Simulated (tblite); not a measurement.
A geometry optimisation, step by step.

Compound: C2HF2P.
SMILES with atom numbers: `[F:1][CH:2]([F:3])[C:4]#[P:5]` (hydrogens: H6 on C2)

Computed with GFN2-xTB (tblite), gas phase: L-BFGS steps from a force-field or distance-geometry start until the largest atomic force falls under 0.01 eV/Å. 12 of its 17 geometries are shown.

Step 0: E = -454.3899 eV, largest atomic force 1.036 eV/Å
```
atom  x, y, z in Å  |  force x, y, z in eV/Å
F1     -1.006    1.173   -0.465   -0.288  -0.625   0.087
C2     -0.532    0.003    0.061    1.023  -0.150   0.059
F3     -1.024   -1.077   -0.634   -0.176   0.749   0.249
C4      0.933    0.000   -0.021   -0.943  -0.035   0.146
P5      2.473   -0.015   -0.093    0.613   0.002  -0.062
H6     -0.841   -0.081    1.131   -0.230   0.059  -0.478
```

Step 1: E = -454.4110 eV, largest atomic force 1.473 eV/Å
```
atom  x, y, z in Å  |  force x, y, z in eV/Å
F1     -1.010    1.164   -0.464   -0.263  -0.449   0.040
C2     -0.517    0.001    0.062    0.181  -0.054   0.123
F3     -1.027   -1.067   -0.630   -0.202   0.491   0.121
C4      0.919    0.000   -0.019    1.472  -0.050   0.028
P5      2.481   -0.015   -0.094   -0.998   0.018   0.016
H6     -0.845   -0.080    1.124   -0.189   0.044  -0.328
```

Step 3: E = -454.4448 eV, largest atomic force 0.360 eV/Å
```
atom  x, y, z in Å  |  force x, y, z in eV/Å
F1     -1.021    1.142   -0.462   -0.121  -0.066  -0.036
C2     -0.500   -0.001    0.067   -0.083   0.048   0.018
F3     -1.036   -1.043   -0.625   -0.130   0.029  -0.067
C4      0.935   -0.002   -0.015    0.064  -0.023   0.070
P5      2.478   -0.015   -0.096    0.357   0.005  -0.045
H6     -0.853   -0.078    1.109   -0.088   0.008   0.061
```

Step 4: E = -454.4482 eV, largest atomic force 0.275 eV/Å
```
atom  x, y, z in Å  |  force x, y, z in eV/Å
F1     -1.026    1.136   -0.462   -0.081   0.040  -0.050
C2     -0.499   -0.001    0.068   -0.022   0.016  -0.012
F3     -1.040   -1.038   -0.625   -0.082  -0.046  -0.073
C4      0.941   -0.003   -0.013   -0.029  -0.014   0.060
P5      2.485   -0.015   -0.097    0.272   0.004  -0.038
H6     -0.857   -0.077    1.107   -0.058   0.000   0.114
```

Step 6: E = -454.4504 eV, largest atomic force 0.029 eV/Å
```
atom  x, y, z in Å  |  force x, y, z in eV/Å
F1     -1.032    1.134   -0.464    0.001   0.019  -0.013
C2     -0.499    0.000    0.068    0.010  -0.012  -0.003
F3     -1.046   -1.036   -0.627    0.005  -0.008  -0.013
C4      0.947   -0.004   -0.010   -0.009  -0.005   0.027
P5      2.494   -0.014   -0.099   -0.002   0.004  -0.018
H6     -0.861   -0.077    1.110   -0.005   0.002   0.019
```

Step 7: E = -454.4504 eV, largest atomic force 0.024 eV/Å
```
atom  x, y, z in Å  |  force x, y, z in eV/Å
F1     -1.032    1.134   -0.464    0.009  -0.001  -0.004
C2     -0.499    0.000    0.068    0.000  -0.004   0.004
F3     -1.045   -1.036   -0.628    0.008   0.004  -0.006
C4      0.947   -0.004   -0.009   -0.001  -0.005   0.023
P5      2.494   -0.014   -0.099   -0.013   0.004  -0.016
H6     -0.861   -0.077    1.111   -0.003   0.003   0.000
```

Step 9: E = -454.4505 eV, largest atomic force 0.032 eV/Å
```
atom  x, y, z in Å  |  force x, y, z in eV/Å
F1     -1.031    1.135   -0.465    0.018  -0.025   0.008
C2     -0.499   -0.001    0.069   -0.015   0.012   0.012
F3     -1.045   -1.036   -0.629    0.009   0.012   0.005
C4      0.946   -0.005   -0.006    0.007  -0.003   0.009
P5      2.493   -0.014   -0.102   -0.011   0.003  -0.012
H6     -0.862   -0.077    1.111   -0.009   0.001  -0.022
```

Step 10: E = -454.4506 eV, largest atomic force 0.034 eV/Å
```
atom  x, y, z in Å  |  force x, y, z in eV/Å
F1     -1.030    1.135   -0.466    0.020  -0.025   0.011
C2     -0.499   -0.001    0.069   -0.016   0.016   0.013
F3     -1.044   -1.036   -0.630    0.008   0.010   0.010
C4      0.946   -0.006   -0.003    0.009  -0.001  -0.003
P5      2.493   -0.013   -0.104   -0.005   0.002  -0.009
H6     -0.863   -0.076    1.112   -0.017  -0.002  -0.023
```

Step 12: E = -454.4506 eV, largest atomic force 0.028 eV/Å
```
atom  x, y, z in Å  |  force x, y, z in eV/Å
F1     -1.028    1.134   -0.467    0.010   0.007   0.004
C2     -0.499   -0.001    0.070    0.003   0.002   0.005
F3     -1.042   -1.035   -0.630    0.003  -0.006   0.011
C4      0.946   -0.007    0.001    0.003   0.004  -0.013
P5      2.492   -0.012   -0.108    0.007   0.001  -0.004
H6     -0.865   -0.076    1.111   -0.027  -0.006  -0.002
```

Step 13: E = -454.4507 eV, largest atomic force 0.027 eV/Å
```
atom  x, y, z in Å  |  force x, y, z in eV/Å
F1     -1.027    1.133   -0.467    0.004   0.021  -0.001
C2     -0.499   -0.001    0.071    0.011  -0.007  -0.001
F3     -1.042   -1.035   -0.630    0.001  -0.012   0.007
C4      0.946   -0.007    0.003   -0.001   0.004  -0.011
P5      2.492   -0.012   -0.109    0.009   0.000  -0.003
H6     -0.867   -0.076    1.111   -0.025  -0.006   0.008
```

Step 15: E = -454.4508 eV, largest atomic force 0.021 eV/Å
```
atom  x, y, z in Å  |  force x, y, z in eV/Å
F1     -1.024    1.134   -0.467   -0.004   0.020  -0.004
C2     -0.499   -0.001    0.073    0.011  -0.012  -0.006
F3     -1.040   -1.035   -0.630   -0.002  -0.009   0.000
C4      0.947   -0.008    0.005   -0.003   0.002   0.001
P5      2.492   -0.011   -0.113    0.003   0.000  -0.001
H6     -0.872   -0.077    1.111   -0.006  -0.001   0.010
```

Step 16: E = -454.4508 eV, largest atomic force 0.007 eV/Å
```
atom  x, y, z in Å  |  force x, y, z in eV/Å
F1     -1.023    1.134   -0.467   -0.002   0.007  -0.001
C2     -0.499   -0.001    0.073    0.004  -0.005  -0.003
F3     -1.040   -1.036   -0.630   -0.002  -0.004  -0.001
C4      0.947   -0.007    0.005   -0.001   0.001   0.002
P5      2.492   -0.011   -0.114    0.001   0.000   0.000
H6     -0.873   -0.077    1.111    0.000   0.001   0.002
```

Q: Summarise the path.

A: The energy falls by 1.41 kcal/mol from step 0 to step 16; nine tenths of that is first reached at step 3. It falls at every step. The largest force goes from 1.036 to 0.007 eV/Å. Among the bonds C2–C4 changes most, from 1.467 to 1.447 Å; the atoms move by 0.037 Å rms after alignment.

Q: Follow the three bonds and two angles with the largest change from start to end.

A: 
| step | E above end (kcal/mol) | largest force (eV/Å) | C2–C4 (Å) | C2–F3 (Å) | C2–H6 (Å) | F1–C2–F3 (°) | C4–C2–H6 (°) |
| --- | --- | --- | --- | --- | --- | --- | --- |
| 0 | 1.41 | 1.036 | 1.467 | 1.376 | 1.117 | 110.7 | 109.3 |
| 1 | 0.92 | 1.473 | 1.439 | 1.371 | 1.114 | 109.5 | 110.3 |
| 2 | 0.32 | 0.535 | 1.435 | 1.364 | 1.109 | 108.2 | 111.3 |
| 3 | 0.14 | 0.360 | 1.438 | 1.360 | 1.103 | 107.2 | 111.9 |
| 4 | 0.06 | 0.275 | 1.442 | 1.360 | 1.102 | 106.5 | 112.1 |
| 5 | 0.02 | 0.076 | 1.446 | 1.361 | 1.104 | 106.1 | 112.2 |
| 6 | 0.01 | 0.029 | 1.448 | 1.362 | 1.105 | 106.0 | 112.2 |
| 7 | 0.01 | 0.024 | 1.447 | 1.362 | 1.106 | 106.1 | 112.2 |
| 8 | 0.01 | 0.021 | 1.447 | 1.362 | 1.106 | 106.1 | 112.1 |
| 9 | 0.01 | 0.032 | 1.447 | 1.362 | 1.107 | 106.0 | 112.1 |
| 10 | 0.01 | 0.034 | 1.447 | 1.362 | 1.107 | 106.0 | 112.0 |
| 11 | 0.00 | 0.029 | 1.447 | 1.362 | 1.106 | 106.0 | 112.0 |
| 12 | 0.00 | 0.028 | 1.447 | 1.362 | 1.106 | 106.0 | 112.0 |
| 13 | 0.00 | 0.027 | 1.447 | 1.362 | 1.105 | 105.9 | 112.1 |
| 14 | 0.00 | 0.029 | 1.447 | 1.362 | 1.105 | 106.0 | 112.3 |
| 15 | 0.00 | 0.021 | 1.447 | 1.362 | 1.105 | 106.0 | 112.4 |
| 16 | 0.00 | 0.007 | 1.447 | 1.362 | 1.106 | 106.0 | 112.4 |

The cost below is that of the whole relaxation. Hardware: one thread, Arm Neoverse V2 (aarch64), shared host with 96 logical CPUs at a one-minute load of 25. Cost: under 0.1 s wall.
